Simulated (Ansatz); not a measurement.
Species: C2H6N, charge 0, doublet. C2H6N (SMILES [CH2]CN, doublet).
B3LYP-D3(BJ)/def2-TZVP minimum from Ansatz (a program for electronic structure):
```
C
H 1 1.0919
H 1 1.0919 2 107.00
N 1 1.4852 2 106.99 3 114.39
H 4 1.0153 1 109.60 2 -179.12
H 4 1.0153 5 106.18 1 118.30
C 1 1.4856 2 111.07 3 -121.37
H 7 1.0827 1 120.60 2 -37.28
H 7 1.0827 8 117.47 1 166.90
```
Charge 0, spin multiplicity 2.

Quantity: atomisation energy (electronic, to ground-state atoms), in kcal/mol. Radicals and triplets start from unrestricted determinants; spin-orbit coupling is neglected. CBS(X,Y): correlation extrapolated as X^-3, Hartree-Fock from the larger set. A bracket is a step between two methods taken in the basis named. Functionals run without relativity, which enters their misses. 'core' is core correlation in cc-pwCVTZ, 'X2C' scalar relativity in cc-pVTZ-DK, both at CCSD(T). For partners of very few electrons the exact lower level stands in for a higher one.

CCSD(T)/CBS(cc-pVTZ,cc-pVQZ) + [CCSDT(Q) - CCSD(T)]/cc-pVDZ + core + X2C (Ansatz) gives 769.9 kcal/mol.

Q: How far off this value is PBE/def2-TZVPD (Ansatz), in which direction, and which of these levels come nearer: r2SCAN/def2-TZVPD, CCSD(T)/CBS(cc-pVTZ,cc-pVQZ) + core + X2C?

A: PBE gives 785.5 kcal/mol, 15.6 kcal/mol above it. Differences of the others: r2SCAN/def2-TZVPD (Ansatz) 0.5; CCSD(T)/CBS(cc-pVTZ,cc-pVQZ) + core + X2C (Ansatz) -0.5 kcal/mol. Nearer than PBE: r2SCAN/def2-TZVPD, CCSD(T)/CBS(cc-pVTZ,cc-pVQZ) + core + X2C.
